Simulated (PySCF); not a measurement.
## MgF, HF: how much the basis matters

PySCF, UHF reference; doublet, unpaired electrons σ ↑; De to Mg + F without counterpoise correction.

```tsv
basis	relativity	functions	Re (Å)	ωe (cm⁻¹)	De (eV)	μ (D)
3-21G	no relativity	22	1.730	797	2.79	-2.80
x2c-SVPall	spin-free X2C	32	1.756	750	3.40	-3.23
aug-pcseg-1	no relativity	37	1.762	740	3.60	-3.26
pcseg-2	no relativity	49	1.748	737	3.38	-3.24
x2c-TZVPPall	spin-free X2C	63	1.745	737	3.35	-3.15
```

Question: How does each smaller set differ from the one with most functions, x2c-TZVPPall?

Answer: 3-21G: -1.5 pm, +8.1 % in ωe, -0.56 eV in De; x2c-SVPall: +1.1 pm, +1.8 % in ωe, +0.05 eV in De; aug-pcseg-1: +1.7 pm, +0.4 % in ωe, +0.25 eV in De; pcseg-2: +0.3 pm, +0.0 % in ωe, +0.03 eV in De. All at HF; the set with most functions is neither the basis-set limit nor always the best. The rows treat relativity differently, so the differences are not basis effects alone.

A positive dipole means Mg(−)F(+). 3-21G is very small, so such numbers show the basis as much as the molecule. Hartree–Fock leaves out correlation, which carries a large part of most bond energies and some tenths to 1 eV of ionisation energies. The state is the lowest determinant that a PBE0 search found; another state may lie lower at other levels.
